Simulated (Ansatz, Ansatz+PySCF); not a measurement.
```xyz
12

C     1.1196   -0.0175    0.1123
C     0.0392    1.0714   -0.0966
C    -1.1170    0.0265    0.1200
C    -0.0088   -1.1030   -0.1680
H     1.4163    0.0348    1.2124
H     1.9716    0.0444   -0.5356
H     0.0237    1.4447   -1.1963
H    -0.0454    1.9566    0.4974
H    -1.9215    0.0061   -0.5150
H    -1.3736    0.0373    1.1661
H    -0.0411   -1.9898    0.5340
H     0.0258   -1.4081   -1.1360
```

RHF-MP2 on singlet C₄H₈ was run in several spherical basis sets with Ansatz (development build ahead of 0.2.0). Frozen core: 4 orbitals.

**Question.** Rank the basis sets by the total energy that they give, lowest first, with the distance from the lowest.
A. STO-3G
B. cc-pVDZ
C. 6-31G(d)
D. 6-31G
E. def2-SVP

**Answer.** B (0.00 eV), C (1.73 eV), E (3.39 eV), D (7.67 eV), A (59.85 eV).

Totals follow the description of the cores as much as that of the bonds, so this order isn't one of quality for chemistry.
